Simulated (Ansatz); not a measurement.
A nudged elastic band was laid between two geometries of CH₅AlO (8 atoms, charge 0, multiplicity 1).

The calculation used RKS BLYP-D4/STO-3G (Ansatz 0.2.0).

```
movable images  : 7
climbing image  : yes
spring          : 5.0 eV/Å²
optimiser       : quadratic models (default)
start path      : through a guess of the saddle point
force threshold : 0.05 eV/Å
iteration limit : 60
end points      : relaxed
```

First end point:

```xyz
8
Properties=species:S:1:pos:R:3
Al -1.170 0.103 0.953
O 0.383 0.667 0.493
C 0.950 -0.009 -0.691
H -1.801 -1.026 0.170
H -1.751 0.816 2.147
H 0.356 -0.881 -1.074
H 1.054 0.716 -1.541
H 1.979 -0.387 -0.456
```

Last end point:

```xyz
8
Properties=species:S:1:pos:R:3
Al -1.990 0.212 1.222
O 0.899 -0.704 0.557
C 0.981 -0.199 -0.825
H -0.160 -0.504 0.783
H -2.817 1.380 1.916
H 0.294 -0.724 -1.547
H 0.766 0.903 -0.925
H 2.026 -0.364 -1.181
```

**Question.** Which bonds break or form, and what moves?

**Answer.** Bonds broken: Al1–O2, Al1–H4. Bonds formed: O2–H4. CH5AlO becomes AlH + CH4O.

**Question.** What energy profile does the band end with?

**Answer.** The run converged. The highest image is number 6 of 0 to 8, 4.02 eV above the first end and 0.07 eV above the last; the last end lies 3.95 eV above the first. Neighbouring images differ by up to 1.9 eV, so the band resolves the path poorly. A vibrational analysis at the climbing image gives one clearly imaginary mode, 177i cm⁻¹: a first-order saddle point. The orbitals stay closed-shell, which can raise the energy where a bond breaks towards radicals; this wasn't checked here. Limits of this set-up: minimal basis.

```csv
image,path coordinate (Å),energy (eV),Al1–O2 (Å),Al1–H4 (Å),O2–H4 (Å)
0,0.00,0.00,1.72,1.51,2.78
1,1.55,0.02,1.72,1.51,2.81
2,3.11,0.46,1.69,1.51,2.74
3,4.66,1.81,1.68,1.54,1.86
4,6.21,3.70,1.99,2.61,1.04
5,7.77,3.74,2.05,2.43,1.05
6,9.34,4.02,2.71,1.93,1.11
7,10.35,3.97,3.01,1.98,1.10
8,11.36,3.95,3.10,2.01,1.10
```

**Question.** What is the geometry of the highest image?

**Answer.** 
```xyz
8
Properties=species:S:1:pos:R:3
Al -1.938 0.300 0.972
O 0.433 -0.929 0.483
C 0.843 -0.131 -0.700
H -0.660 -0.997 0.323
H -1.595 1.482 1.975
H 0.869 -0.732 -1.650
H 0.176 0.754 -0.892
H 1.872 0.253 -0.510
```

The band took 28 iterations and about 4 core-minutes.

Run time: 4.3 min on 1 thread of AMD EPYC (Zen 3) (shared host), peak memory 0.097 GiB.
